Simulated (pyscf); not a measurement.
Optimised with ωB97X-D3(BJ)/def2-SVP in PySCF. MP2 and CC: frozen core, UHF for open shells. ΔMP2 is the change of the MP2 total energy from the triple- to the quadruple-zeta basis.

Problem. How much does it cost (ΔH, 298 K, CCSD(T)/def2-TZVPP + ΔMP2(QZVPP)) to split HO–SeH (SMILES O[SeH]) at its O–Se bond into OH• + SeH•?

Solution. O–Se to OH• + SeH•: 64.6 kcal/mol. The CCSD(T) − MP2 part came from Ansatz, without density fitting, on the same reference. The frozen core leaves the outer d or s,p core shells of the metals and heavy elements correlated in the MP2 and CC values, and def2-TZVPP describes them poorly, which can shift differences by a few kcal/mol. Left out: the spin-orbit lowering of OH, SeH, which is large for Br, Se, Te and I. Elements up to Kr have no core potential and no relativistic terms here.
